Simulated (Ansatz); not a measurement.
# BS+ (triplet): one geometry, many settings at distance B1–S2 = 4.616 Å

What do other methods and options give for BS+ (triplet) at this geometry, and how long do they take?

The runs use Ansatz 0.2.0, Gaussian basis; the settings change from run to run.

13 further runs of the same task are left out: 1 for a mislabelled method, 10 that didn't finish, 2 set aside as unsound or not needed.

## Step 1: The geometry

The geometry derives from a PBE0/def2-TZVP stationary point (not a proven minimum). One bond is set to the value named and the two fragments are kept rigid.

2 atoms, charge 1, spin multiplicity 3.

Atoms are counted from 1 here; the program's logs count them from 0.

No contacts short enough for the rule that draws bonds.

## Step 2: CISDT/6-31G

The input, in.yaml:

```yaml
crystal:
  periodic: [false, false, false]
  atoms:
    - {symbol: B, position_ang: [0.000000, 0.000000, 0.000000]}
    - {symbol: S, position_ang: [0.000000, 0.000000, 4.616000]}
basis:
  gaussian: {orbitals: 6-31G}
total_charge: 1
magnetization: {spin_polarized: false, initial_magnetization: 2}
correlation: {active_space: {ras: {orbitals: [3, 2, 11], electrons: 8, max_holes: 3, max_particles: 3}, fixed_orbitals: true}}
output: {forces: true}
```

On the command line:

```
$ ansatz run in.yaml --threads 1 --pin off --events-out ev --progress --plain --max-ram 2393MiB
```

The program printed:

```text
Functional definition: HF
  name "HF"
  cite "Fock, Z. Phys. 61, 126 (1930) doi:10.1007/BF01340294"
  parent pbe
  exchange = exact_x
  correlation = 0
266 factors; integrals over basis functions are off by at most 4.3e-4 eV
mean field evaluation 1: about -11474.8523 eV, gradient 9.9e0 eV
mean field evaluation 2: about -11474.8679 eV, gradient 9.7e0 eV
mean field evaluation 4: about -11475.2780 eV, gradient 8.2e-1 eV
mean field evaluation 8: about -11475.2989 eV, gradient 3.1e-4 eV
mean field evaluation 16: about -11475.1575 eV, gradient 5.4e-2 eV
mean field evaluation 32: about -11475.2988 eV, gradient 5.8e-2 eV
mean field evaluation 64: about -11475.2986 eV, gradient 1.2e-1 eV
mean field -11475.29892381 eV, -421.7094572130 hartree, gradient 2.8e-6 eV, S^2 2.000000; 9 other end points of the search recorded, 0 dependent functions left out
reference -11475.29892381 eV, -421.7094572130 hartree; 11, 9 occupied and 11, 13 virtual orbitals, 266 factors
state -11477.45733334 eV, -421.7887773001 hartree
the calculation of the forces begins
Total energy: -11477.45733334 eV, -421.7887773001 hartree
Atom 0 at     0.000000     0.000000     0.000000 Å, force    -0.000000     0.000000     0.138327 eV/Å
Atom 1 at     0.000000     0.000000     4.616000 Å, force     0.000000     0.000000    -0.138327 eV/Å
Dipole moment:     0.000000    -0.000000    -3.410035 e Å
```

Run time: 1.6 s. Hardware: 1 thread of Arm Neoverse V1, shared host.

From the report: 28,360 determinants.

## Step 3: CISD/cc-pVTZ

The input, in.yaml:

```yaml
crystal:
  periodic: [false, false, false]
  atoms:
    - {symbol: B, position_ang: [0.000000, 0.000000, 0.000000]}
    - {symbol: S, position_ang: [0.000000, 0.000000, 4.616000]}
basis:
  gaussian: {orbitals: cc-pVTZ}
total_charge: 1
magnetization: {spin_polarized: false, initial_magnetization: 2}
correlation: {active_space: {ras: {orbitals: [3, 2, 53], electrons: 8, max_holes: 2, max_particles: 2}, fixed_orbitals: true}}
accuracy: high
output: {forces: true}
```

The command is unchanged.

The program printed (excerpt; [...] marks lines left out):

```text
Functional definition: HF
  name "HF"
  cite "Fock, Z. Phys. 61, 126 (1930) doi:10.1007/BF01340294"
  parent pbe
[...]
722 factors; integrals over basis functions are off by at most 3.3e-9 eV
[...]
mean field -11476.28406257 eV, -421.7456603946 hartree, gradient 1.2e-8 eV, S^2 2.000000; 7 other end points of the search recorded, 0 dependent functions left out
reference -11476.28406257 eV, -421.7456603946 hartree; 11, 9 occupied and 53, 55 virtual orbitals, 722 factors
state -11481.43037428 eV, -421.9347838619 hartree
[...]
Total energy: -11481.43037428 eV, -421.9347838619 hartree
Atom 0 at     0.000000     0.000000     0.000000 Å, force     0.000000     0.000000     0.143636 eV/Å
Atom 1 at     0.000000     0.000000     4.616000 Å, force     0.000000    -0.000000    -0.143636 eV/Å
Dipole moment:    -0.000000     0.000000    -3.348970 e Å
```

Run time: 8.5 s. Hardware: 1 thread of Arm Neoverse V1, shared host; peak memory 0.38 GiB.

From the report: 59,504 determinants.

## Step 4: CCSD(T)/def2-mTZVP

The input, in.yaml:

```yaml
crystal:
  periodic: [false, false, false]
  atoms:
    - {symbol: B, position_ang: [0.000000, 0.000000, 0.000000]}
    - {symbol: S, position_ang: [0.000000, 0.000000, 4.616000]}
basis:
  gaussian: {orbitals: def2-mTZVP, fitting: {mean_field: def2-universal-jkfit}}
total_charge: 1
magnetization: {spin_polarized: false, initial_magnetization: 2}
hamiltonian: {xc: {name: PBE0}}
correlation: {method: ccsd_t, electrons: valence}
scf: {omitted_lower_state_checks: [cluster_reference]}
```

The command is unchanged.

The program printed (excerpt; [...] marks lines left out):

```text
Functional definition: PBE0
  name "PBE0"
  cite "Adamo & Barone, J. Chem. Phys. 110, 6158 (1999) doi:10.1063/1.478522"
  cite "Perdew, Burke & Ernzerhof, Phys. Rev. Lett. 77, 3865 (1996) doi:10.1103/PhysRevLett.77.3865"
  parent pbe
[...]
203 factors; integrals over basis functions are off by at most 1.9e-1 eV
[...]
mean field -11490.94831939 eV, -422.2845618932 hartree, gradient 4.2e-7 eV, S^2 2.000000; 9 other end points of the search recorded, 0 dependent functions left out
6 core orbitals not correlated: weight in the atoms' cores, before any rotation towards them, 1.000 or more for the frozen orbitals, at most 0.000 for the correlated occupied ones
reference -11475.41628124 eV, -421.7137700189 hartree; 5, 3 occupied and 30, 32 virtual orbitals, 203 factors
second order -3.63735205 eV of doubles, -0.48943908 eV of singles
cycle   1  -4.32679153 eV  change   -2.3e-1 eV  update   2.1e-1
[...]
cycle  16  -5.12407293 eV  change   -5.4e-6 eV  update   3.4e-6
perturbative correction -0.05733427 eV, -0.0021069955 hartree
Total energy: -11480.59768844 eV, -421.9041832214 hartree
Checks for a lower state left out: cluster_reference
```

It took 3.5 s on 1 thread of Arm Neoverse V1, shared host.

From the report: correlation -5.1814 eV; T1 0.080; largest double amplitude 0.15. The orbitals are Kohn-Sham ones, so correlation energy and T1 don't compare with those on Hartree-Fock orbitals.

## Step 5: NEVPT2(6,4)/6-31++G**

The input, in.yaml:

```yaml
crystal:
  periodic: [false, false, false]
  atoms:
    - {symbol: B, position_ang: [0.000000, 0.000000, 0.000000]}
    - {symbol: S, position_ang: [0.000000, 0.000000, 4.616000]}
basis:
  gaussian: {orbitals: "6-31++G**"}
total_charge: 1
magnetization: {spin_polarized: false, initial_magnetization: 2}
correlation: {method: sc_nevpt2, electrons: valence, active_space: {window: {electrons: 6, orbitals: 4}, states: [{multiplicity: 3, weights: [1, 1, 1]}]}}
```

Same command.

The program printed (excerpt; [...] marks lines left out):

```text
Functional definition: HF
  name "HF"
  cite "Fock, Z. Phys. 61, 126 (1930) doi:10.1007/BF01340294"
  parent pbe
[...]
615 factors; integrals over basis functions are off by at most 1.5e-7 eV
[...]
mean field -11475.36812965 eV, -421.7120004806 hartree, gradient 3.7e-6 eV, S^2 2.000000; 9 other end points of the search recorded, 0 dependent functions left out
reference -11475.36812965 eV, -421.7120004806 hartree; 11, 9 occupied and 31, 33 virtual orbitals, 615 factors
state -11475.34067801 eV, -421.7109916516 hartree
state -11475.18906838 eV, -421.7054201004 hartree
state -11475.18906838 eV, -421.7054201004 hartree
state -11475.34067801 eV, -421.7109916516 hartree; corrected -11478.25196752 eV, -421.8179795679 hartree
state -11475.18906838 eV, -421.7054201004 hartree; corrected -11478.09761165 eV, -421.8123070942 hartree
state -11475.18906838 eV, -421.7054201004 hartree; corrected -11478.09761165 eV, -421.8123070942 hartree
WARN: 1 active orbitals are nearly empty or full. The corrections depend on them more than the energy does, and are more stable in an active space without them
Total energy: -11478.14906361 eV, -421.8141979188 hartree
```

Wall time 1 s (1 thread of Arm Neoverse V1, shared host).

From the report: 2 determinants; active occupations (of the averaged states) 2.00, 1.33, 1.33, 1.33. The report marks this result as in doubt.

## Step 6: CCSD(T)/aug-cc-pVDZ

The input, in.yaml:

```yaml
crystal:
  periodic: [false, false, false]
  atoms:
    - {symbol: B, position_ang: [0.000000, 0.000000, 0.000000]}
    - {symbol: S, position_ang: [0.000000, 0.000000, 4.616000]}
basis:
  gaussian: {orbitals: aug-cc-pVDZ}
total_charge: 1
magnetization: {spin_polarized: true, initial_magnetization: 2}
hamiltonian: {xc: {name: r2SCAN}}
correlation: {method: ccsd_t, electrons: all}
```

Launched as before.

The program printed (excerpt; [...] marks lines left out):

```text
Functional definition: r2SCAN
  name "r2SCAN"
  cite "Furness, Kaplan, Ning, Perdew & Sun, J. Phys. Chem. Lett. 11, 8208 (2020) doi:10.1021/acs.jpclett.0c02405"
  cite "Furness, Kaplan, Ning, Perdew & Sun, J. Phys. Chem. Lett. 11, 9248 (2020) doi:10.1021/acs.jpclett.0c03077"
  parent r2scan
[...]
510 factors; integrals over basis functions are off by at most 4.0e-4 eV
[...]
mean field -11494.64931019 eV, -422.4205707962 hartree, gradient 2.7e-6 eV, S^2 2.312048; 12 other end points of the search recorded, 0 dependent functions left out
reference -11475.40254574 eV, -421.7132652488 hartree; 11, 9 occupied and 39, 41 virtual orbitals, 510 factors
second order -3.77075878 eV of doubles, -0.27328377 eV of singles
cycle   1  -4.13909225 eV  change    -1.1e0 eV  update   1.0e-1
[...]
cycle  19  -5.50003531 eV  change    2.9e-6 eV  update   1.4e-6
perturbative correction -0.08200007 eV, -0.0030134471 hartree
WARN: these amplitudes may be one of several solutions (largest doubles amplitude 0.16, level shift 8.41 eV)
Total energy: -11480.98458113 eV, -421.9184012656 hartree
```

It took 31 s on 1 thread of Arm Neoverse V1, shared host.

From the report: ⟨S²⟩ of the determinant 2.312 (pure triplet: 2.00); correlation -5.5820 eV; T1 0.088; largest double amplitude 0.16. The orbitals are Kohn-Sham ones, so correlation energy and T1 don't compare with those on Hartree-Fock orbitals. The report flags that the cluster equations may have other roots.

## Step 7: CCSDTQ on UHF/STO-3G

The input, in.yaml:

```yaml
crystal:
  periodic: [false, false, false]
  atoms:
    - {symbol: B, position_ang: [0.000000, 0.000000, 0.000000]}
    - {symbol: S, position_ang: [0.000000, 0.000000, 4.616000]}
basis:
  gaussian: {orbitals: STO-3G}
total_charge: 1
magnetization: {spin_polarized: true, initial_magnetization: 2}
correlation: {method: ccsdtq, electrons: valence}
output: {forces: true}
```

Launched as before.

The program printed (excerpt; [...] marks lines left out):

```text
Functional definition: HF
  name "HF"
  cite "Fock, Z. Phys. 61, 126 (1930) doi:10.1007/BF01340294"
  parent pbe
[...]
198 factors; integrals over basis functions are off by at most 2.2e-8 eV
[...]
mean field -11349.36488279 eV, -417.0814665667 hartree, gradient 2.4e-7 eV, S^2 2.102468; 22 other end points of the search recorded, 0 dependent functions left out
determinant -11349.36488279 eV, -417.0814665667 hartree, with singles and doubles -11351.11225298 eV, -417.1456812367 hartree
determinant -11349.27173270 eV, -417.0780433642 hartree, with singles and doubles -11350.90550744 eV, -417.1380834782 hartree
determinant -11349.19116913 eV, -417.0750827074 hartree, with singles and doubles -11350.26268176 eV, -417.1144600704 hartree
determinant -11349.13310934 eV, -417.0729490494 hartree, with singles and doubles -11350.17427212 eV, -417.1112110761 hartree
[...]
determinant -11349.27173270 eV, -417.0780433642 hartree, with singles and doubles -11350.93100085 eV, -417.1390203439 hartree
6 core orbitals not correlated: weight in the atoms' cores, before any rotation towards them, 1.000 or more for the frozen orbitals, at most 0.000 for the correlated occupied ones
reference -11349.36488279 eV, -417.0814665667 hartree; 5, 3 occupied and 3, 5 virtual orbitals, 198 factors
second order -0.76782858 eV of doubles, -0.00000000 eV of singles
cycle   1  -1.04416268 eV  change   -4.0e-1 eV  update   7.7e-2
[...]
cycle  83  -1.64561799 eV  change   2.0e-13 eV  update   3.6e-9
WARN: these amplitudes may be one of several solutions (largest doubles amplitude 0.19, level shift 13.26 eV)
[...]
Total energy: -11351.01050078 eV, -417.1419419123 hartree
Atom 0 at     0.000000     0.000000     0.000000 Å, force    -0.000000    -0.000000     0.061908 eV/Å
Atom 1 at     0.000000     0.000000     4.616000 Å, force     0.000000     0.000000    -0.061908 eV/Å
Dipole moment:    -0.000000    -0.000000    -3.507800 e Å
```

Run time: 97 s. Hardware: 1 thread of Arm Neoverse V1, shared host.

From the report: ⟨S²⟩ of the determinant 2.102 (pure triplet: 2.00); correlation -1.6456 eV; T1 0.065; largest double amplitude 0.19. The report flags that the cluster equations may have other roots.

## Step 8: All runs side by side

 † marks a result that the program doubts.

| level | correlated | functions | energy (eV) | time |
| --- | --- | --- | --- | --- |
| CISDT/6-31G | outside noble gas | 22 | -11477.4573 | 1.6 s |
| CISD/cc-pVTZ | valence | 64 | -11481.4304 | 8.5 s |
| CCSD(T)/def2-mTZVP (on PBE0 orbitals) | valence | 41 | -11480.5977 | 3.5 s |
| NEVPT2(6,4)/6-31++G** (mean of several states) † | valence | 42 | -11478.1491 | 1 s |
| CCSD(T)/aug-cc-pVDZ (on r2SCAN orbitals) † | all | 50 | -11480.9846 | 31 s |
| CCSDTQ on UHF/STO-3G † | valence | 14 | -11351.0105 | 97 s |

## Step 9: What came out

| quantity | value |
| --- | --- |
| runs | 6 |
| quickest | NEVPT2(6,4)/6-31++G** (mean of several states) †, 1 s |
| slowest | CCSDTQ on UHF/STO-3G †, 97 s |

In words: Total energies in different bases, with other cores or another treatment of relativity can't be set against each other. CCSDTQ on UHF/STO-3G † took 95 times as long as NEVPT2(6,4)/6-31++G** (mean of several states) †; the jobs differ in more than the method.
